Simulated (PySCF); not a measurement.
**Si2H6 (disilane): PBE/aug-cc-pVDZ**

Aim: the vertical singlet–triplet gap of Si2H6 (disilane) at PBE/aug-cc-pVDZ, from 2 runs. Input form: a Python script.

The calculation is run with PySCF 2.14.0.

1 further run of the same task is left out (set aside as unsound or not needed).

## 1. The system as given

The species is Si2H6 (8 atoms), meant as a singlet with charge 0. As SMILES, `[SiH3][SiH3]`. Geometry: relaxed at PBE0-D4/def2-TZVP.

Bond lengths: Si1–Si2 2.338 Å, Si1–H3 1.488 Å, Si1–H4 1.488 Å, Si1–H5 1.488 Å, Si2–H6 1.488 Å, Si2–H7 1.488 Å, Si2–H8 1.488 Å. Some angles: Si1–Si2–H6 110.3°, Si1–Si2–H7 110.3°, Si1–Si2–H8 110.3°, Si2–Si1–H3 110.3°, Si2–Si1–H4 110.3°, Si2–Si1–H5 110.3°, H6–Si2–H7 108.7°, H6–Si2–H8 108.7°, H7–Si2–H8 108.7°, H3–Si1–H4 108.7°.

## 2. A single-point energy at PBE/aug-cc-pVDZ

File input.py:

```python
from pyscf import gto, dft

system = gto.M(
    atom=[
    ('Si', (-0.340500, 0.490200, -1.004900)),
    ('Si', (0.363500, -0.504400, 0.991000)),
    ('H', (0.833900, 0.948200, -1.794900)),
    ('H', (-1.112900, -0.483900, -1.821900)),
    ('H', (-1.208000, 1.664100, -0.717900)),
    ('H', (1.139000, 0.468600, 1.806300)),
    ('H', (1.228100, -1.680500, 0.704000)),
    ('H', (-0.811000, -0.959200, 1.782600)),
],
    spin=0,
    basis='aug-cc-pvdz',
    max_memory=1860,
    charge=0,
    verbose=4,
)

ks = dft.RKS(system)
ks.xc = 'pbe'
ks.conv_tol = 1e-10
ks.grids.level = 5
ks.kernel()
if not ks.converged:
    ks = ks.newton().run(ks.mo_coeff, ks.mo_occ)

e_tot = ks.e_tot
print('Final energy', e_tot)
```

The run is started by

```console
$ OMP_NUM_THREADS=1 python input.py
```

The program printed:

```text
PySCF version 2.14.0

[INPUT] num. atoms = 8
[INPUT] num. electrons = 34
[INPUT] charge = 0
[INPUT] spin (= nelec alpha-beta = 2S) = 0
[INPUT] symmetry False subgroup None
[INPUT] Mole.unit = angstrom
[INPUT] Symbol           X                Y                Z      unit          X                Y                Z       unit  Magmom
[INPUT]  1 Si    -0.340500000000   0.490200000000  -1.004900000000 AA   -0.643451745414   0.926343746262  -1.898985782575 Bohr   0.0
[INPUT]  2 Si     0.363500000000  -0.504400000000   0.991000000000 AA    0.686915446279  -0.953177857231   1.872718589444 Bohr   0.0
[INPUT]  3 H      0.833900000000   0.948200000000  -1.794900000000 AA    1.575842615275   1.791838311313  -3.391869420982 Bohr   0.0
[INPUT]  4 H     -1.112900000000  -0.483900000000  -1.821900000000 AA   -2.103076204028  -0.914438471677  -3.442892026345 Bohr   0.0
[INPUT]  5 H     -1.208000000000   1.664100000000  -0.717900000000 AA   -2.282789158475   3.144693243889  -1.356634384825 Bohr   0.0
[INPUT]  6 H      1.139000000000   0.468600000000   1.806300000000 AA    2.152398055880   0.885525661971   3.413412298802 Bohr   0.0
[INPUT]  7 H      1.228100000000  -1.680500000000   0.704000000000 AA    2.320772653578  -3.175684752332   1.330367191694 Bohr   0.0
[INPUT]  8 H     -0.811000000000  -0.959200000000   1.782600000000 AA   -1.532567887022  -1.812625298683   3.368625789650 Bohr   0.0

nuclear repulsion = 90.7730812028412
number of shells = 46
number of NR pGTOs = 166
number of NR cGTOs = 108
basis = aug-cc-pvdz
ecp = {}

******** <class 'pyscf.dft.rks.RKS'> ********
method = RKS
initial guess = minao
damping factor = 0
level_shift factor = 0
DIIS = <class 'pyscf.scf.diis.CDIIS'>
diis_start_cycle = 1
diis_space = 8
diis_damp = 0
SCF conv_tol = 1e-10
SCF conv_tol_grad = None
SCF max_cycles = 50
direct_scf = True
direct_scf_tol = 1e-13
XC library pyscf.dft.libxc version 7.0.0
    S. Lehtola, C. Steigemann, M. J.T. Oliveira, and M. A.L. Marques.,  SoftwareX 7, 1–5 (2018)
XC functionals = pbe
    J. P. Perdew, K. Burke, and M. Ernzerhof.,  Phys. Rev. Lett. 77, 3865 (1996)
    J. P. Perdew, K. Burke, and M. Ernzerhof.,  Phys. Rev. Lett. 78, 1396 (1997)
    J. P. Perdew, K. Burke, and M. Ernzerhof.,  Phys. Rev. Lett. 77, 3865 (1996)
    J. P. Perdew, K. Burke, and M. Ernzerhof.,  Phys. Rev. Lett. 78, 1396 (1997)
radial grids:
    Treutler-Ahlrichs [JCP 102, 346 (1995); DOI:10.1063/1.469408] (M4) radial grids

becke partition: Becke, JCP 88, 2547 (1988); DOI:10.1063/1.454033
pruning grids: <function nwchem_prune>
grids dens level: 5
symmetrized grids: False
atomic radii adjust function: <function treutler_atomic_radii_adjust>
small_rho_cutoff = 0
Set gradient conv threshold to 1e-05
Initial guess from minao.
tot grids = 228344
init E= -582.003823679153
  HOMO = -0.301832567498988  LUMO = -0.0455670407778808  gap/eV = 6.97334
cycle= 1 E= -582.241441276599  delta_E= -0.238  |g|= 0.125  |ddm|= 2.59
  HOMO = -0.258884039528872  LUMO = -0.0181284256789795  gap/eV = 6.55129
cycle= 2 E= -582.246550449373  delta_E= -0.00511  |g|= 0.0465  |ddm|= 0.304
  HOMO = -0.265136733795938  LUMO = -0.0226712698368661  gap/eV = 6.59782
cycle= 3 E= -582.24745123683  delta_E= -0.000901  |g|= 0.0157  |ddm|= 0.117
  HOMO = -0.268199588080966  LUMO = -0.0232964126764434  gap/eV = 6.66415
cycle= 4 E= -582.247565634229  delta_E= -0.000114  |g|= 0.00242  |ddm|= 0.0227
  HOMO = -0.267584305222598  LUMO = -0.0230753729379014  gap/eV = 6.65343
cycle= 5 E= -582.24756789615  delta_E= -2.26e-06  |g|= 0.000411  |ddm|= 0.00558
  HOMO = -0.267619684674434  LUMO = -0.0230787281590876  gap/eV = 6.65430
cycle= 6 E= -582.247567962157  delta_E= -6.6e-08  |g|= 3.58e-05  |ddm|= 0.000616
  HOMO = -0.267614194498063  LUMO = -0.0230780785113747  gap/eV = 6.65417
cycle= 7 E= -582.247567962768  delta_E= -6.11e-10  |g|= 5.55e-07  |ddm|= 0.000133
  HOMO = -0.267614349961911  LUMO = -0.0230781918481626  gap/eV = 6.65417
cycle= 8 E= -582.247567962768  delta_E= -2.27e-13  |g|= 7.83e-08  |ddm|= 2.23e-06
  HOMO = -0.267614347298634  LUMO = -0.0230781911870412  gap/eV = 6.65417
Extra cycle  E= -582.247567962768  delta_E=    0  |g|= 9.46e-08  |ddm|= 2.89e-07
converged SCF energy = -582.247567962768
Final energy -582.2475679627678
```

Wall time 15 s (1 thread of Arm Neoverse V2, shared host); peak memory 0.56 GiB.

## 3. The triplet at the same level

File input.xyz:

```xyz
8
H6Si2
Si    -0.340500     0.490200    -1.004900
Si     0.363500    -0.504400     0.991000
H      0.833900     0.948200    -1.794900
H     -1.112900    -0.483900    -1.821900
H     -1.208000     1.664100    -0.717900
H      1.139000     0.468600     1.806300
H      1.228100    -1.680500     0.704000
H     -0.811000    -0.959200     1.782600
```

File run.py:

```python
from pyscf import gto, dft

system = gto.Mole()
system.atom = 'input.xyz'
system.charge = 0
system.spin = 2
system.verbose = 3
system.max_memory = 1860
system.basis = 'aug-cc-pvdz'
system.build()

myscf = dft.UKS(system)
myscf.xc = 'pbe'
myscf.conv_tol = 1e-10
myscf.grids.level = 5
myscf.kernel()
if not myscf.converged:
    myscf = myscf.newton().run(myscf.mo_coeff, myscf.mo_occ)

etot = myscf.e_tot
print('Final energy', etot)
```

The run is started by

```console
$ OMP_NUM_THREADS=1 python run.py
```

The program printed:

```text
WARN: HOMO -0.0455670407778808 >= LUMO -0.301832567498989

WARN: HOMO -0.0569578895133599 >= LUMO -0.28096877246836

WARN: HOMO -0.0451584559607174 >= LUMO -0.25840121474086

WARN: HOMO -0.0509015035961098 >= LUMO -0.264015248029928

WARN: HOMO -0.0532674023600102 >= LUMO -0.26612501910773

WARN: HOMO -0.0524098252623917 >= LUMO -0.264365924054031

WARN: HOMO -0.052441705092237 >= LUMO -0.264173848413921

WARN: HOMO -0.0524682218308654 >= LUMO -0.26418373544986

WARN: HOMO -0.0524811423010143 >= LUMO -0.264200585297196

WARN: HOMO -0.0524782940506743 >= LUMO -0.264197373848532

WARN: HOMO -0.0524968495220404 >= LUMO -0.264207916009013

WARN: HOMO -0.0525035437567163 >= LUMO -0.264205597355593

WARN: HOMO -0.0525512415953373 >= LUMO -0.2642047565553

WARN: HOMO -0.0525394164313093 >= LUMO -0.26420840421696

WARN: HOMO -0.0525873482489887 >= LUMO -0.264172703072555

WARN: HOMO -0.0524925540502528 >= LUMO -0.264181639948557

WARN: HOMO -0.0526110630251644 >= LUMO -0.264190452652957

WARN: HOMO -0.0526237040199282 >= LUMO -0.264171095625001

WARN: HOMO -0.0525609673361673 >= LUMO -0.264189551629066

WARN: HOMO -0.052553546414873 >= LUMO -0.2641899235875

WARN: HOMO -0.0525277542380329 >= LUMO -0.264194050869726

WARN: HOMO -0.0525324907634936 >= LUMO -0.264193442865307

WARN: HOMO -0.0525336793432247 >= LUMO -0.264193623533405

WARN: HOMO -0.0525317824465397 >= LUMO -0.26419396298993

WARN: HOMO -0.0525321227535298 >= LUMO -0.264193815282322

WARN: HOMO -0.0525321907190652 >= LUMO -0.264193904526386

converged SCF energy = -582.01475515794  <S^2> = 2.0042293  2S+1 = 3.0028182
Final energy -582.0147551579403
```

Wall time 68 s (1 thread of Arm Neoverse V2, shared host); peak memory 0.58 GiB.

## 4. Outcome

At PBE/aug-cc-pVDZ:

```
                                        quantity          value
                           singlet: total energy  -582.24757 Eh
                          singlet: dipole moment         0.00 D
                            singlet: HOMO energy       -7.28 eV
                            singlet: LUMO energy       -0.63 eV
                          singlet: HOMO–LUMO gap        6.65 eV
                           triplet: total energy  -582.01476 Eh
                          triplet: dipole moment         0.00 D
     triplet: HOMO energy (highest over α and β)       -1.43 eV
                                   triplet: ⟨S²⟩          2.004
vertical energy of the triplet above the singlet       6.335 eV
```

**Reading.** At this shape the triplet lies 6.34 eV (611 kJ/mol) above the singlet. Mulliken charges (singlet) run from -1.12 on Si1 to +0.37 on H6; in a basis this large or diffuse they mean little. Mulliken charges (triplet) run from -1.21 on Si1 to +0.41 on H3; in a basis this large or diffuse they mean little.
